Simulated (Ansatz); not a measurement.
```yaml
crystal:
  periodic: [false, false, false]
  atoms:
    - {symbol: F, position_ang: [-1.692422, -0.433798, -0.004229]}
    - {symbol: Si, position_ang: [-0.396814, 0.663524, 0.005568]}
    - {symbol: Si, position_ang: [1.541650, -0.370082, -0.002707]}
basis:
  gaussian: {orbitals: def2-TZVP}
magnetization: {spin_polarized: true, initial_magnetization: 3}
hamiltonian: {xc: pbe0}
relax: {f_tol: 0.004, max_steps: 80}
```

```sh
$ ansatz run in.yaml --threads 1 --pin off --events-out ev --progress --plain --max-ram 2176MiB
```

Steps of the relaxation (energy above the last step; positions in Å, forces in eV/Å):

```
3
step 1, 188.8 meV
F    -1.692   -0.434   -0.004    1.482    1.281    0.011
Si   -0.397    0.664    0.006   -2.819   -0.586   -0.006
Si    1.542   -0.370   -0.003    1.337   -0.696   -0.006
```

```
3
step 2, 55.2 meV
F    -1.698   -0.423   -0.004    1.072    0.939    0.008
Si   -0.437    0.667    0.006   -1.478   -0.736   -0.007
Si    1.587   -0.385   -0.003    0.405   -0.203   -0.002
```

```
3
step 3, 2.0 meV
F    -1.680   -0.399   -0.004   -0.262   -0.228   -0.002
Si   -0.475    0.650    0.005    0.225    0.245    0.002
Si    1.607   -0.391   -0.003    0.036   -0.018    0.000
```

```
3
step 6, 0.0 meV
F    -1.685   -0.403   -0.004    0.000    0.000    0.000
Si   -0.473    0.655    0.005    0.000    0.000    0.000
Si    1.611   -0.392   -0.003    0.000    0.000    0.000
```

Close pairs at the end: F1–Si2 1.608 Å, Si2–Si3 2.332 Å.

A stationary point of unrestricted PBE0 after 6 steps, with ⟨S²⟩ = 3.755 against 3.75 for a pure state; no frequencies were run, so it isn't proven a minimum. 29 s on 1 thread of Arm Neoverse V1, shared host.
